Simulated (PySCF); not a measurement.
disulfur (S₂), SMILES S=S (connectivity only; charge and spin as stated), neutral, multiplicity 3.

Coordinates come from a PBE0-D3(BJ)/def2-TZVPD optimisation.

The numbers are results of SMD-B3LYP/6-31G* (PySCF), not measurements.

Solvation free energies are E(SMD) − E(gas) at the gas-phase geometry, for 1 M in both phases. In vacuum the dipole moment is 0.00 D.

| solvent | ΔG(solv) (kcal/mol) | its non-electrostatic (CDS) part | dipole (D) |
|---|---|---|---|
| water | -0.9 | -0.8 | 0.00 |
| ethylethanoate | -3.0 | -2.9 | 0.00 |
| acetone | -3.0 | -2.9 | 0.00 |
